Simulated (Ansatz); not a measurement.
System: rhombohedral A7 As. Method: LDA (PAW; Ansatz, a quantum-chemistry and plane-wave program).

The run printed, among other lines:

```
Relaxation: its limit of steps is 80 (relax.max_steps)
Crystal: 2 atoms, lattice volume = 39.131 Å³
Basis set: ecut = 520 eV, 1033 PW (Γ), exchange–correlation on 60×60×60 points (8 copies of the dense FFT grid, shifted against one another)
Bands: 19, of which v1, the nominal top of the filled ones, is band 15 counted from 1 (14 counted from 0)
Symmetry: 12 space group operations
Space group: R-3m (ITA 166), of the structure as read, at distance tolerance 3.4e-5 Å
k-points: 580 of 5832
Functional: x = slater, c = lda
SCF iter   1: F=—  HF=-9547.328876 eV  |F-HF|=—  |Δ(HF+E_count)|=         —  Δρ=5.29e-3  dr2=5.73e-3
SCF iter   2: F=—  HF=-9547.326473 eV  |F-HF|=—  |Δ(HF+E_count)|=   2.40e-3  Δρ=3.10e-3  dr2=2.43e-3
  ...
SCF 1 converged in 7 iterations: F = -9547.325443 eV  dr2 = 8.51e-9
Crystal: 2 atoms, lattice volume = 39.131 Å³
Initial density: handed on by an earlier stage of this run
SCF 2 converged in 5 iterations: F = -9547.331214 eV  dr2 = 1.24e-7
Crystal: 2 atoms, lattice volume = 39.131 Å³
Basis set: ecut = 520 eV, 1039 PW (Γ), exchange–correlation on 60×60×60 points (8 copies of the dense FFT grid, shifted against one another)
SCF 3 converged in 4 iterations: F = -9547.331520 eV  dr2 = 1.96e-7
Crystal: 2 atoms, lattice volume = 39.131 Å³
SCF 4 converged in 3 iterations: F = -9547.331547 eV  dr2 = 1.23e-8
Crystal: 2 atoms, lattice volume = 39.131 Å³
SCF iter   5: F=—  HF=-9547.331552 eV  |F-HF|=—  |Δ(HF+E_count)|=  2.02e-10  Δρ=1.05e-7  dr2=4.77e-12
SCF iter   6: F=-9547.331552 eV  HF=-9547.331552 eV  |F-HF|=0.00e0  |Δ(HF+E_count)|=  5.46e-12  Δρ=3.10e-8  dr2=6.20e-13
SCF 5 converged in 6 iterations: F = -9547.331552 eV  dr2 = 6.20e-13
SCF converged after 6 iterations
Free energy (F): -9547.331552 eV
Internal energy: -9547.330207 eV  (E = F + TS)
E sigma→0 (E₀):  -9547.330879 eV
Fermi energy:    11.965895 eV
--- Forces (eV/Å), atoms counted from 1 ---
  atom   1  As     0.00051419    -0.00000000     0.00015870
  atom   2  As    -0.00051419     0.00000000    -0.00015870
--- Stress (GPa, compression-positive) ---
        2.567831       0.000000      -0.000590
        0.000000       2.569741       0.000000
       -0.000590       0.000000       2.569559
  P = ⅓ Tr σ = 2.5690 GPa (25.690 kbar)
```

Write an input file that produces this run.

This is not unique; one that fits is 
Ansatz 0.2 input:
```yaml
crystal:
  lattice:
    - [3.4542861512, -1.8544855144, -0.0543623299]
    - [3.4542861512, 1.8544855144, -0.0543623299]
    - [2.5069795958, 0.0, 3.0148329816]
  atoms:
    - { symbol: As, position: [0.2305246928, 0.2305246928, 0.2305246928] }
    - { symbol: As, position: [0.7694753072, 0.7694753072, 0.7694753072] }
basis:
  ecutwfc: 520
  ecutrho_ratio: 4
  xc_grid: 2
kpoints:
  mp_grid: { grid: [18, 18, 18] }
hamiltonian:
  xc: lda
  dispersion: none
  pseudopotentials: { kind: paw }
scf:
  occupations: { method: fermi_dirac, width: 0.05 }
output:
  forces: true
  stress: true
  eigenvalues: true
relax:
  f_tol: 0.004
  escape_saddle: false
  max_steps: 80
  cell: { stress_tol: 0.02, fix: [volume] }
```

The cell is one volume of an energy–volume scan, off the minimum.

The PAW data were made under PBE.

Note: the cell comes from a level without a dispersion term, which matters for the spacing of layers, chains or molecules.

The result took very roughly 100 core-seconds.
